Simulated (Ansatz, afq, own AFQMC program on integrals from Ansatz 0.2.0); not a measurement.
**BSiH$_{2}$⁺, triplet in cc-pVTZ, levels against CCSDT(Q)**

```yaml
atoms:
  - { symbol: Si, position_ang: [0.0000, -0.0053, 0.5948] }
  - { symbol: B, position_ang: [0.0000, -0.0779, -1.2479] }
  - { symbol: H, position_ang: [0.0000, 1.1505, -0.7602] }
  - { symbol: H, position_ang: [0.0000, -0.1670, -2.4296] }
```

Connectivity, by distances: Si–BH, 1 bridging H.

Basis cc-pVTZ. Only valence electrons are correlated. AFQMC by an in-house program on the Cholesky factors that Ansatz 0.2.0 writes for its CCSD(T) run. The CISD trial takes its coefficients from CCSD amplitudes. Released means that phaseless walkers are propagated on without the constraint, phases kept. Error bars are statistical, one sigma.

Determinant: ROHF, the one that the program's search chose, which needn't be the lowest solution. The geometry is a PBE0/def2-TZVP stationary point of this or a neighbouring charge and spin state.

No full CI on the walks' own integrals is used here; CCSDT(Q) serves as the reference and is uncertain by about the last step of the cluster series.

Cautions: another spin lies lower (by 475 meV); a spin-contaminated unrestricted determinant lies lower (UHF 234 meV lower, ⟨S²⟩ 2.07).

```
T1 diagnostic                               : 0.0343
weight of the determinant in the CISD state : 0.872
size of the correlated space                : 8 electrons in 86 orbitals
```

Reference: CCSDT(Q), correlation energy -5.650 eV. The released energy is read at 2.40 1/Eh (meV from the phaseless value at times in 1/Eh: -3 ± 5 at 0.24, -4 ± 4 at 0.51, -8 ± 3 at 0.99, -3 ± 3 at 1.62, -6 ± 5 at 2.40).

```
         level  E − E(reference) (kJ/mol)  share of correlation (%)
            HF                      545.1                      0.00
           MP2                      105.2                     80.70
          CCSD                       28.7                     94.74
       CCSD(T)                        5.1                     99.07
         CCSDT                        1.2                     99.77
 ph-AFQMC/CISD                  1.5 ± 0.6                     99.72
released AFQMC                  0.9 ± 0.5                     99.83
```

A walk keeps the symmetry of its determinant, which the program's search chose and which needn't be the lowest solution, so a lower state of the same spin and another symmetry isn't excluded. Released energies are given only where the last usable release times agree within the noise; a slower fall can still hide under it.
